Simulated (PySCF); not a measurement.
# FH6OSi: the cost of one run

Method: levels as typed in each script, gas phase, geometry from GFN2-xTB; program: PySCF 2.14.0.

## (1) The starting structure

SMILES `[OH3+].[SiH3]F`, 9 atoms, charge 1, spin multiplicity 1.

Bond lengths: O1–H2 0.974 Å, O1–H3 1.033 Å, O1–H4 0.980 Å, Si5–F6 1.712 Å, Si5–H7 1.452 Å, Si5–H8 1.449 Å, Si5–H9 1.446 Å. Angles: H2–O1–H3 110.7°, H2–O1–H4 111.1°, H3–O1–H4 110.6°, F6–Si5–H7 98.9°, F6–Si5–H8 99.3°, F6–Si5–H9 99.3°, H7–Si5–H8 117.8°, H7–Si5–H9 117.4°, H8–Si5–H9 117.4°.

Geometry (Å):

```
O    -2.56873    0.00169    0.11656
H    -2.93183    0.79553   -0.31543
H    -1.53661    0.00265    0.07509
H    -2.92905   -0.81553   -0.28797
Si    1.63917   -0.00040    0.02857
F    -0.06763    0.00087   -0.10535
H     1.80944    1.25431    0.73989
H     1.98447   -0.03102   -1.37798
H     1.81371   -1.22174    0.78209
```

## (2) Binding of the two fragments (HF/def2-svpd)

input.py

```python
import numpy as np
from pyscf import gto, scf, dft
from pyscf.scf import atom_ks, atom_hf
from scipy.linalg import block_diag
from pyscf.dispersion import dftd3

def solve(mol, dm0=None, hcore=None):
    mf = scf.UHF(mol) if mol.spin else scf.RHF(mol)
    mf = mf.density_fit(auxbasis='def2-universal-jkfit')
    mf.conv_tol, mf.max_cycle = 1e-8, 80
    if hcore is not None:
        mf.get_hcore = lambda *args: hcore
    mf.kernel(dm0)
    if not mf.converged:
        mf = mf.newton().run(mf.mo_coeff, mf.mo_occ, max_cycle=30)
    assert mf.converged, 'SCF not converged'
    return mf

mol = gto.M(atom='''
O     -2.56873     0.00169     0.11656
H     -2.93183     0.79553    -0.31543
H     -1.53661     0.00265     0.07509
H     -2.92905    -0.81553    -0.28797
Si     1.63917    -0.00040     0.02857
F     -0.06763     0.00087    -0.10535
H      1.80944     1.25431     0.73989
H      1.98447    -0.03102    -1.37798
H      1.81371    -1.22174     0.78209
''', basis='def2-svpd', charge=1, spin=0, verbose=4)
mol_a = gto.M(atom='''
O     -2.56873     0.00169     0.11656
H     -2.93183     0.79553    -0.31543
H     -1.53661     0.00265     0.07509
H     -2.92905    -0.81553    -0.28797
ghost-Si     1.63917    -0.00040     0.02857
ghost-F     -0.06763     0.00087    -0.10535
ghost-H      1.80944     1.25431     0.73989
ghost-H      1.98447    -0.03102    -1.37798
ghost-H      1.81371    -1.22174     0.78209
''', basis='def2-svpd', charge=1, spin=0, verbose=4)
mol_b = gto.M(atom='''
ghost-O     -2.56873     0.00169     0.11656
ghost-H     -2.93183     0.79553    -0.31543
ghost-H     -1.53661     0.00265     0.07509
ghost-H     -2.92905    -0.81553    -0.28797
Si     1.63917    -0.00040     0.02857
F     -0.06763     0.00087    -0.10535
H      1.80944     1.25431     0.73989
H      1.98447    -0.03102    -1.37798
H      1.81371    -1.22174     0.78209
''', basis='def2-svpd', charge=0, spin=0, verbose=4)
ab, a, b = solve(mol), solve(mol_a), solve(mol_b)
e_int = ab.e_tot - a.e_tot - b.e_tot
print('counterpoise-corrected interaction energy / kcal/mol', e_int * 627.5095)
def disp(atoms, charge):
    m = gto.M(atom=atoms, charge=charge, basis='sto-3g', spin=None, unit='Bohr', verbose=0)
    return dftd3.DFTD3Dispersion(m, xc='hf', version='d3bj').get_dispersion()['energy']
e_disp = disp(mol._atom, mol.charge) - disp(mol._atom[:4], mol_a.charge) - disp(mol._atom[4:], mol_b.charge)
print('D3(BJ) part / kcal/mol', e_disp * 627.5095)
# spherically averaged free atoms, for the promolecule
atm = scf.atom_hf.get_atm_nrhf(mol)
pro = block_diag(*[(atm[a[0]][2] * atm[a[0]][3]) @ atm[a[0]][2].T for a in mol._atom])
np.savez('result.npz', e_int=e_int, e_disp=e_disp, dm_a=a.make_rdm1(), dm_b=b.make_rdm1(), c=ab.mo_coeff, occ=ab.mo_occ, eps=ab.mo_energy, pro=pro, d=[f.dip_moment(verbose=0) for f in (ab, a, b)])
```

The run is started by

```console
> OMP_NUM_THREADS=1 python input.py
```

**Question.** How long does this run take on 1 thread of Arm Neoverse V1, shared host, and how much memory does it need?

About 2.5 s, with a peak of 0.2 GiB.
